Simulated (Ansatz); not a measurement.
A nudged elastic band was laid between two geometries of C4H9 (13 atoms, charge 1, multiplicity 1).

The calculation used RKS B3LYP-D4/6-31G in Ansatz 0.2.0.

```
movable images  : 7
climbing image  : yes
spring          : 5.0 eV/Å²
optimiser       : quadratic models (default)
start path      : through a guess of the saddle point
force threshold : 0.05 eV/Å
iteration limit : 60
end points      : relaxed
```

Initial state:

```xyz
13
Properties=species:S:1:pos:R:3
C -0.597 1.278 -0.410
C 0.000 0.000 0.000
C 0.959 -0.040 1.112
C -0.362 -1.238 -0.702
H -1.305 1.200 -1.234
H -1.078 1.755 0.461
H 0.210 1.985 -0.674
H 0.595 -0.744 1.880
H 1.164 0.930 1.564
H 1.900 -0.502 0.766
H 0.144 -2.129 -0.333
H -1.456 -1.378 -0.648
H -0.174 -1.116 -1.783
```

Final state:

```xyz
13
Properties=species:S:1:pos:R:3
C -0.458 1.291 -0.529
C 0.001 0.000 -0.001
C 0.955 -0.040 1.115
C -0.496 -1.251 -0.587
H 0.411 1.922 -0.783
H -1.132 1.215 -1.381
H -0.952 1.853 0.286
H 0.535 -0.645 1.937
H 1.255 0.940 1.487
H 1.849 -0.612 0.806
H -0.256 -1.265 -1.666
H -0.113 -2.154 -0.112
H -1.599 -1.253 -0.571
```

Question: What changes between the two ends?

Answer: No bond is made or broken. The dihedral H5–C1–C2–C4 goes from 1 to -127°. The two ends are copies of one structure, up to a mirror image or an exchange of like atoms.

Question: Give the energies along the band, and the barrier.

Answer: The run converged. The highest image is number 5 of 0 to 8, 1.1 kJ/mol above the ends, which have the same energy within 2 meV. Beside the main top the profile has a ripple of under 15 meV (maxima at images 1, 3, 5, 7), which may be a very shallow well or noise. A vibrational analysis at the climbing image gives one clearly imaginary mode, 71i cm⁻¹: a first-order saddle point. Limits of this set-up: no polarisation functions, the dipole of an ion depends on the origin.

```
image  path coordinate (Å)  energy (kJ/mol)  dihedral H5–C1–C2–C4 (°)
    0                 0.00              0.0                         1
    1                 1.36              1.0                       -24
    2                 2.72              0.1                       -55
    3                 4.08              1.0                       -25
    4                 5.43              0.1                        -8
    5                 6.79              1.1                       -30
    6                 8.14              0.2                       -67
    7                 9.50              1.0                       -95
    8                10.85              0.0                      -127
```

Question: What is the geometry of the highest image?

Answer: 
```xyz
13
Properties=species:S:1:pos:R:3
C -0.475 1.313 -0.455
C 0.024 0.003 -0.008
C 0.879 -0.103 1.181
C -0.365 -1.208 -0.740
H -0.645 1.348 -1.537
H -1.484 1.435 -0.007
H 0.131 2.154 -0.116
H 0.199 -0.084 2.059
H 1.541 0.759 1.311
H 1.429 -1.045 1.239
H 0.419 -1.355 -1.515
H -0.348 -2.112 -0.125
H -1.306 -1.103 -1.287
```

The band took 24 iterations and roughly 15 core-minutes.

Time of the run: 15 min on 1 thread of Intel(R) Xeon(R) Processor @ 2.50GHz (Skylake/Cascade Lake), with other jobs on the host, peak memory 0.13 GiB.
